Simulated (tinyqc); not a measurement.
UHF in the sto-3g basis, for H2O+, spin multiplicity 2, step by step (part 2 of 2). Computed by tinyqc, a small Python program that keeps every step (integrals from PySCF). Command: `OMP_NUM_THREADS=1 python tinyqc.py 20767 20768 out.jsonl` (the two numbers bound the seeds that draw the settings). One thread of a shared host (Intel(R) Xeon(R) Processor @ 2.60GHz), about 0.2 s of CPU time with the checks.

Geometry (angstrom):
```
atom,x,y,z
O,0.0000,0.0000,0.0000
H,0.0000,0.6800,0.6080
H,0.0000,-0.6800,0.6080
```

## Iteration 2: diagonalisation and new density

extrapolated F(alpha) (hartree):
```
,1O 1s,1O 2s,1O 2px,1O 2py,1O 2pz,2H 1s,3H 1s
1O 1s,-20.2763,-5.2055,0.0018,0.0058,-0.0195,-1.3383,-1.3434
1O 2s,-5.2055,-2.8604,0.0045,-0.0084,-0.2621,-1.2899,-1.3020
1O 2px,0.0018,0.0045,-0.7203,0.0460,-0.0083,0.0118,0.0018
1O 2py,0.0058,-0.0084,0.0460,-0.8895,0.0011,-0.4558,0.5104
1O 2pz,-0.0195,-0.2621,-0.0083,0.0011,-0.8145,-0.5049,-0.5176
2H 1s,-1.3383,-1.2899,0.0118,-0.4558,-0.5049,-0.9407,-0.5988
3H 1s,-1.3434,-1.3020,0.0018,0.5104,-0.5176,-0.5988,-1.0018
```

extrapolated F(beta) (hartree):
```
,1O 1s,1O 2s,1O 2px,1O 2py,1O 2pz,2H 1s,3H 1s
1O 1s,-20.2578,-5.1705,0.0069,-0.0008,-0.0181,-1.3279,-1.3279
1O 2s,-5.1705,-2.6878,0.0046,-0.0012,-0.2632,-1.2193,-1.1983
1O 2px,0.0069,0.0046,-0.4374,-0.3280,0.0629,-0.0569,0.1082
1O 2py,-0.0008,-0.0012,-0.3280,-0.2904,-0.0994,-0.3418,0.3062
1O 2pz,-0.0181,-0.2632,0.0629,-0.0994,-0.7537,-0.5139,-0.4530
2H 1s,-1.3279,-1.2193,-0.0569,-0.3418,-0.5139,-0.8808,-0.5886
3H 1s,-1.3279,-1.1983,0.1082,0.3062,-0.4530,-0.5886,-0.8242
```

X:
```
,1O 1s,1O 2s,1O 2px,1O 2py,1O 2pz,2H 1s,3H 1s
1O 1s,1.0243,-0.1455,0.0000,0.0000,-0.0120,0.0225,0.0225
1O 2s,-0.1455,1.2834,0.0000,0.0000,0.1383,-0.3215,-0.3215
1O 2px,0.0000,0.0000,1.0000,0.0000,0.0000,0.0000,0.0000
1O 2py,0.0000,0.0000,0.0000,1.1183,0.0000,-0.2440,0.2440
1O 2pz,-0.0120,0.1383,0.0000,0.0000,1.0732,-0.1707,-0.1707
2H 1s,0.0225,-0.3215,0.0000,-0.2440,-0.1707,1.2499,-0.1187
3H 1s,0.0225,-0.3215,0.0000,0.2440,-0.1707,-0.1187,1.2499
```

Diagonalise F' = X^T F X, C = X C', fill 5 alpha and 4 beta electrons from the bottom; D(s) = C_occ C_occ^T. Each column has its largest component positive (the first on a tie).

F' = X^T F X (alpha) (hartree):
```
,1,2,3,4,5,6,7
1,-19.8927,-2.6780,0.0016,0.0082,-0.0268,-0.2263,-0.2287
2,-2.6780,-1.6500,0.0000,-0.0317,-0.0314,-0.5289,-0.5387
3,0.0016,0.0000,-0.7203,0.0490,-0.0106,0.0033,0.0120
4,0.0082,-0.0317,0.0490,-0.6295,-0.0117,-0.3992,0.4602
5,-0.0268,-0.0314,-0.0106,-0.0117,-0.6613,-0.3166,-0.3277
6,-0.2263,-0.5289,0.0033,-0.3992,-0.3166,-0.2720,-0.1364
7,-0.2287,-0.5387,0.0120,0.4602,-0.3277,-0.1364,-0.3177
```

orbital energies (alpha) (hartree): MO1 -20.2870, MO2 -1.7247, MO3 -1.0531, MO4 -0.7831, MO5 -0.7173, MO6 0.1587, MO7 0.2631

coefficients C (alpha):
```
,MO1,MO2,MO3,MO4,MO5,MO6,MO7
1O 1s,0.9934,-0.2348,-0.0144,0.1135,-0.0110,0.1251,0.0272
1O 2s,0.0301,0.8472,0.0813,-0.5430,0.0589,-0.9135,-0.1900
1O 2px,-0.0001,-0.0029,-0.1101,0.0581,0.9915,0.0094,0.0357
1O 2py,-0.0002,0.0036,0.7241,0.0528,0.0462,-0.1487,0.9046
1O 2pz,0.0049,0.2496,-0.0247,0.8072,-0.0375,-0.7023,-0.1418
2H 1s,-0.0070,0.1040,0.2923,0.2204,0.0371,1.0290,-0.7508
3H 1s,-0.0068,0.1280,-0.3858,0.1646,-0.0970,0.6350,1.0789
```

F' = X^T F X (beta) (hartree):
```
,1,2,3,4,5,6,7
1,-19.8800,-2.6630,0.0068,-0.0009,-0.0237,-0.2270,-0.2304
2,-2.6630,-1.4974,-0.0029,0.0000,-0.0463,-0.5116,-0.4900
3,0.0068,-0.0029,-0.4374,-0.3265,0.0593,-0.0160,0.0499
4,-0.0009,0.0000,-0.3265,-0.0410,-0.0984,-0.3666,0.3676
5,-0.0237,-0.0463,0.0593,-0.0984,-0.6094,-0.3224,-0.2914
6,-0.2270,-0.5116,-0.0160,-0.3666,-0.3224,-0.2546,-0.1396
7,-0.2304,-0.4900,0.0499,0.3676,-0.2914,-0.1396,-0.2166
```

orbital energies (beta) (hartree): MO1 -20.2669, MO2 -1.5736, MO3 -0.8016, MO4 -0.7136, MO5 -0.2645, MO6 0.1776, MO7 0.5062

coefficients C (beta):
```
,MO1,MO2,MO3,MO4,MO5,MO6,MO7
1O 1s,0.9939,-0.2284,0.0341,0.1155,0.0176,0.1291,0.0070
1O 2s,0.0279,0.8249,-0.1469,-0.5439,-0.1008,-0.9386,-0.0655
1O 2px,-0.0003,-0.0152,0.5649,-0.3059,0.7308,0.0131,-0.2300
1O 2py,0.0000,0.0170,0.5099,-0.0674,-0.0921,-0.0888,1.0433
1O 2pz,0.0047,0.2810,0.2279,0.7606,0.1244,-0.7007,-0.1155
2H 1s,-0.0066,0.1437,0.3518,0.1299,-0.4541,0.9496,-0.7069
3H 1s,-0.0065,0.1027,-0.2991,0.2185,0.5805,0.7440,0.8548
```

D(alpha) after iteration 2:
```
,1O 1s,1O 2s,1O 2px,1O 2py,1O 2pz,2H 1s,3H 1s
1O 1s,1.0552,-0.2325,-0.0022,-0.0060,0.0387,-0.0110,-0.0115
1O 2s,-0.2325,1.0236,0.0154,0.0360,-0.2309,-0.0058,-0.0182
1O 2px,-0.0022,0.0154,0.9986,-0.0309,0.0117,0.0171,-0.0445
1O 2py,-0.0060,0.0360,-0.0309,0.5293,0.0239,0.2254,-0.2747
1O 2pz,0.0387,-0.2309,0.0117,0.0239,0.7160,0.1952,0.1780
2H 1s,-0.0110,-0.0058,0.0171,0.2254,0.1952,0.1463,-0.0667
3H 1s,-0.0115,-0.0182,-0.0445,-0.2747,0.1780,-0.0667,0.2018
```

D(beta) after iteration 2:
```
,1O 1s,1O 2s,1O 2px,1O 2py,1O 2pz,2H 1s,3H 1s
1O 1s,1.0546,-0.2285,-0.0129,0.0058,0.0361,-0.0123,-0.0149
1O 2s,-0.2285,0.9987,0.0709,-0.0243,-0.2152,-0.0040,0.0096
1O 2px,-0.0129,0.0709,0.4129,0.3084,-0.1082,0.1568,-0.2373
1O 2py,0.0058,-0.0243,0.3084,0.2649,0.0697,0.1731,-0.1655
1O 2pz,0.0361,-0.2152,-0.1082,0.0697,0.7095,0.2193,0.1269
2H 1s,-0.0123,-0.0040,0.1568,0.1731,0.2193,0.1613,-0.0620
3H 1s,-0.0149,0.0096,-0.2373,-0.1655,0.1269,-0.0620,0.1478
```

## Iteration 19 (converged): orbitals

converged F(alpha) (hartree):
```
,1O 1s,1O 2s,1O 2px,1O 2py,1O 2pz,2H 1s,3H 1s
1O 1s,-21.0509,-5.3619,0.0000,0.0000,-0.0289,-1.3792,-1.3792
1O 2s,-5.3619,-3.1700,0.0000,0.0000,-0.2010,-1.4128,-1.4128
1O 2px,0.0000,0.0000,-1.1369,0.0000,0.0000,0.0000,0.0000
1O 2py,0.0000,0.0000,0.0000,-1.0698,0.0000,-0.5496,0.5496
1O 2pz,-0.0289,-0.2010,0.0000,0.0000,-1.0924,-0.5689,-0.5689
2H 1s,-1.3792,-1.4128,0.0000,-0.5496,-0.5689,-1.0807,-0.6453
3H 1s,-1.3792,-1.4128,0.0000,0.5496,-0.5689,-0.6453,-1.0807
```

converged F(beta) (hartree):
```
,1O 1s,1O 2s,1O 2px,1O 2py,1O 2pz,2H 1s,3H 1s
1O 1s,-21.0219,-5.3218,0.0000,0.0000,-0.0285,-1.3676,-1.3676
1O 2s,-5.3218,-2.9701,0.0000,0.0000,-0.1863,-1.3540,-1.3540
1O 2px,0.0000,0.0000,-0.2493,0.0000,0.0000,0.0000,0.0000
1O 2py,0.0000,0.0000,0.0000,-0.9899,0.0000,-0.5449,0.5449
1O 2pz,-0.0285,-0.1863,0.0000,0.0000,-1.0301,-0.5609,-0.5609
2H 1s,-1.3676,-1.3540,0.0000,-0.5449,-0.5609,-1.0835,-0.6299
3H 1s,-1.3676,-1.3540,0.0000,0.5449,-0.5609,-0.6299,-1.0835
```

As before.

F' = X^T F X (alpha) (hartree):
```
,1,2,3,4,5,6,7
1,-20.6670,-2.7075,0.0000,0.0000,-0.0449,-0.2313,-0.2313
2,-2.7075,-1.9375,0.0000,0.0000,0.0481,-0.5706,-0.5706
3,0.0000,0.0000,-1.1369,0.0000,0.0000,0.0000,0.0000
4,0.0000,0.0000,0.0000,-0.7898,0.0000,-0.4694,0.4694
5,-0.0449,0.0481,0.0000,0.0000,-0.9246,-0.3546,-0.3546
6,-0.2313,-0.5706,0.0000,-0.4694,-0.3546,-0.3459,-0.1373
7,-0.2313,-0.5706,0.0000,0.4694,-0.3546,-0.1373,-0.3459
```

orbital energies (alpha) (hartree): MO1 -21.0600, MO2 -1.9755, MO3 -1.2238, MO4 -1.1369, MO5 -1.1030, MO6 0.1261, MO7 0.2254

coefficients C (alpha):
```
,MO1,MO2,MO3,MO4,MO5,MO6,MO7
1O 1s,0.9940,-0.2431,0.0000,0.0000,0.0938,-0.1254,0.0000
1O 2s,0.0276,0.9017,0.0000,0.0000,-0.4675,0.9283,0.0000
1O 2px,0.0000,0.0000,0.0000,1.0000,0.0000,0.0000,0.0000
1O 2py,0.0000,0.0000,0.7471,0.0000,0.0000,0.0000,-0.9008
1O 2pz,0.0050,0.2033,0.0000,0.0000,0.8387,0.6961,0.0000
2H 1s,-0.0064,0.0861,0.3254,0.0000,0.1866,-0.8547,0.9435
3H 1s,-0.0064,0.0861,-0.3254,0.0000,0.1866,-0.8547,-0.9435
```

F' = X^T F X (beta) (hartree):
```
,1,2,3,4,5,6,7
1,-20.6440,-2.6950,0.0000,0.0000,-0.0466,-0.2310,-0.2310
2,-2.6950,-1.7099,0.0000,0.0000,0.0771,-0.5625,-0.5625
3,0.0000,0.0000,-0.2493,0.0000,0.0000,0.0000,0.0000
4,0.0000,0.0000,0.0000,-0.6971,0.0000,-0.4774,0.4774
5,-0.0466,0.0771,0.0000,0.0000,-0.8554,-0.3570,-0.3570
6,-0.2310,-0.5625,0.0000,-0.4774,-0.3570,-0.3751,-0.1355
7,-0.2310,-0.5625,0.0000,0.4774,-0.3570,-0.1355,-0.3751
```

orbital energies (beta) (hartree): MO1 -21.0294, MO2 -1.8095, MO3 -1.1812, MO4 -1.0420, MO5 -0.2493, MO6 0.1611, MO7 0.2445

coefficients C (beta):
```
,MO1,MO2,MO3,MO4,MO5,MO6,MO7
1O 1s,0.9946,-0.2295,0.0000,0.1069,0.0000,-0.1352,0.0000
1O 2s,0.0250,0.8293,0.0000,-0.5219,0.0000,0.9662,0.0000
1O 2px,0.0000,0.0000,0.0000,0.0000,1.0000,0.0000,0.0000
1O 2py,0.0000,0.0000,0.7078,0.0000,0.0000,0.0000,0.9321
1O 2pz,0.0047,0.2138,0.0000,0.8217,0.0000,0.7130,0.0000
2H 1s,-0.0058,0.1374,0.3656,0.1876,0.0000,-0.8477,-0.9287
3H 1s,-0.0058,0.1374,-0.3656,0.1876,0.0000,-0.8477,0.9287
```

D(alpha) after iteration 19:
```
,1O 1s,1O 2s,1O 2px,1O 2py,1O 2pz,2H 1s,3H 1s
1O 1s,1.0559,-0.2355,0.0000,0.0000,0.0342,-0.0098,-0.0098
1O 2s,-0.2355,1.0325,0.0000,0.0000,-0.2087,-0.0098,-0.0098
1O 2px,0.0000,0.0000,1.0000,0.0000,0.0000,0.0000,0.0000
1O 2py,0.0000,0.0000,0.0000,0.5582,0.0000,0.2431,-0.2431
1O 2pz,0.0342,-0.2087,0.0000,0.0000,0.7448,0.1740,0.1740
2H 1s,-0.0098,-0.0098,0.0000,0.2431,0.1740,0.1482,-0.0636
3H 1s,-0.0098,-0.0098,0.0000,-0.2431,0.1740,-0.0636,0.1482
```

D(beta) after iteration 19:
```
,1O 1s,1O 2s,1O 2px,1O 2py,1O 2pz,2H 1s,3H 1s
1O 1s,1.0533,-0.2213,0.0000,0.0000,0.0434,-0.0173,-0.0173
1O 2s,-0.2213,0.9607,0.0000,0.0000,-0.2514,0.0159,0.0159
1O 2px,0.0000,0.0000,0.0000,0.0000,0.0000,0.0000,0.0000
1O 2py,0.0000,0.0000,0.0000,0.5009,0.0000,0.2588,-0.2588
1O 2pz,0.0434,-0.2514,0.0000,0.0000,0.7209,0.1835,0.1835
2H 1s,-0.0173,0.0159,0.0000,0.2588,0.1835,0.1878,-0.0796
3H 1s,-0.0173,0.0159,0.0000,-0.2588,0.1835,-0.0796,0.1878
```

## Convergence

Stop when the energy changes by less than 1e-10 hartree and every element of the error matrix X^T (F D S - S D F) X (for each spin) is below 3e-06.

Course of the cycle:
```
iteration,E (hartree),change,largest element of the error matrix
1,-54.429939,-,7.56e+00
2,-73.986190,-1.96e+01,2.65e-01
3,-74.508387,-5.22e-01,1.22e-01
4,-74.559193,-5.08e-02,9.88e-02
5,-74.613144,-5.40e-02,4.09e-02
6,-74.623153,-1.00e-02,1.40e-02
7,-74.625002,-1.85e-03,7.53e-03
8,-74.625290,-2.88e-04,6.22e-03
9,-74.625666,-3.76e-04,3.39e-03
10,-74.625790,-1.23e-04,1.40e-03
11,-74.625815,-2.51e-05,3.55e-04
12,-74.625817,-1.72e-06,2.14e-04
13,-74.625817,-2.13e-07,9.82e-05
14,-74.625817,-5.62e-08,2.49e-05
15,-74.625817,-4.21e-09,8.77e-06
16,-74.625817,-3.55e-10,7.31e-06
17,-74.625817,-4.61e-10,4.52e-06
18,-74.625817,-2.77e-10,6.39e-07
19,-74.625817,-2.96e-12,4.86e-07
```

PySCF UHF in the same basis, after a stability check = -74.625817 hartree

Converged in 19 iterations.

## Populations, bond orders and dipole

overlap S:
```
,1O 1s,1O 2s,1O 2px,1O 2py,1O 2pz,2H 1s,3H 1s
1O 1s,1.0000,0.2367,0.0000,0.0000,0.0000,0.0600,0.0600
1O 2s,0.2367,1.0000,0.0000,0.0000,0.0000,0.5048,0.5048
1O 2px,0.0000,0.0000,1.0000,0.0000,0.0000,0.0000,0.0000
1O 2py,0.0000,0.0000,0.0000,1.0000,0.0000,0.3046,-0.3046
1O 2pz,0.0000,0.0000,0.0000,0.0000,1.0000,0.2724,0.2724
2H 1s,0.0600,0.5048,0.0000,0.3046,0.2724,1.0000,0.3125
3H 1s,0.0600,0.5048,0.0000,-0.3046,0.2724,0.3125,1.0000
```

Mulliken: Z minus the diagonal of D S on the atom; Loewdin: the same with S^(1/2) D S^(1/2); Mayer order: 2 sum_s sum (D(s) S)_ij (D(s) S)_ji over the two atoms.

Charges (e):
```
atom,Mulliken,Loewdin,Mulliken spin
1O,0.0857,0.3194,1.1090
2H,0.4571,0.3403,-0.0545
3H,0.4571,0.3403,-0.0545
```

Mayer bond orders:
```
pair,order
2-1,0.7795
3-1,0.7795
3-2,0.0086
```

dipole moment about the origin, x y z (debye): 0.0000  0.0000  3.1381

<S^2> of the determinant (pure state: 0.75) = 0.7543
